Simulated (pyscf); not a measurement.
Structures and frequencies: ωB97X-D3(BJ)/def2-SVP in PySCF. MP2 and CC: frozen core, UHF for open shells. ΔMP2 is the change of the MP2 total energy from the triple- to the quadruple-zeta basis.

Problem. Estimate by transition-state theory (the high-pressure limit) the rate constant of GeH₂ (SMILES [GeH2]) [singlet] + CH₄ (SMILES C) -> H₃C–GeH₃ (SMILES [CH3][GeH3]) (singlet surface; C–H broken, Ge–H, C–Ge formed) at 1200 K, with CCSD(T)/def2-TZVPP + ΔMP2(QZVPP) energies (ideal gas, 1 atm, RRHO with modes under 100 cm⁻¹ raised to 100, one conformer, R ln 2 for rigid chiral ones; no tunnelling).

Solution. The electronic barrier is 26.4 kcal/mol and the thermal terms add +33.4, so ΔG‡ = 59.8 kcal/mol. With k_BT/h = 2.50e+13 s⁻¹ and RT = 2.385 kcal/mol, and a volume of 1.64e-19 cm³ per molecule at 1 atm, k = 5.1e-17 cm³ molecule⁻¹ s⁻¹. The product is born with the 63 kcal/mol of the reverse barrier and needs collisions to keep. Wigner's tunnelling factor for 1345i cm⁻¹ would be 1.11. A shift of 1 kcal/mol in the barrier changes k by a factor 1.5. On the reactant side the descent ends in a complex, 4.1 kcal/mol under the separated species and 33.6 kcal/mol under the saddle at ωB97X-D3(BJ)/def2-TZVP. At ωB97X-D3(BJ) the barrier from the zero used here is 29.5 kcal/mol. One saddle was located; it need not be the lowest between these sides. The CCSD(T) − MP2 part came from Ansatz, without density fitting, on the same reference. The frozen core leaves the outer d or s,p core shells of the metals and heavy elements correlated in the MP2 and CC values, and def2-TZVPP describes them poorly, which can shift differences by a few kcal/mol. Elements up to Kr have no core potential and no relativistic terms here.
